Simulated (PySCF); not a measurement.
**Magnetic susceptibility: `InChI=1S/CH4N.Al.2H/c1-2;;;/h2H,1H3;;;/q-1;+1;;`**

Geometry (Å), atoms numbered from 1 in this order:
```xyz
9

C    -1.2372   -0.4510    0.0258
N    -0.1142    0.4350   -0.2911
Al    1.6180    0.3383    0.1258
H    -1.6732   -0.8815   -0.8807
H    -2.0238    0.0798    0.5697
H    -0.8754   -1.2642    0.6542
H    -0.4691    1.2056   -0.8541
H     2.6710   -0.0147   -0.9431
H     2.1173    0.5586    1.5684
```

The calculation used PySCF 2.14.0, GIAO KT3/pcSseg-1 magnetisability, rotational g tensor and spin-rotation constants, non-relativistic, gas phase. Geometry: GFN2-xTB.

Question: What are the magnetisability and the molar susceptibility?

Answer: Isotropic -545 × 10⁻³⁰ J/T², or -32.8 × 10⁻⁶ cm³/mol; principal values -633, -532, -469 × 10⁻³⁰ J/T², anisotropy 143 × 10⁻³⁰ J/T² (root of half the summed squared differences of the principal values). The susceptibility is in cgs units.

Question: Split it along the inertial axes a, b, c into diamagnetic and paramagnetic parts about the centre of mass, with the quadrupole moment.

Answer: 
| axis | χ (10⁻⁶ cm³/mol) | diamagnetic (10⁻⁶ cm³/mol) | paramagnetic (10⁻⁶ cm³/mol) | summed x² of all electrons (Å²) | quadrupole Θ (D Å) |
| --- | --- | --- | --- | --- | --- |
| a | -35.0 | -95.8 | 60.8 | 66.7 | -1.61 |
| b | -31.6 | -327.5 | 295.9 | 12.1 | +4.77 |
| c | -31.9 | -334.0 | 302.1 | 10.5 | -3.15 |

Anisotropies 2χaa − χbb − χcc = -6.4 and 2χbb − χaa − χcc = +3.6 × 10⁻⁶ cm³/mol. Θ is traceless in Buckingham's convention.

Question: And the rotational g tensor?

Answer: 
```csv
axis,rotational constant (GHz),g,nuclear part,electronic part
a,37.5233,-0.2265,0.8453,-1.0718
b,4.7837,-0.0448,0.6201,-0.6649
c,4.5879,-0.0324,0.6188,-0.6512
```
Asymmetric top; isotopes 27Al, 12C, 1H, 14N; no vibrational averaging.
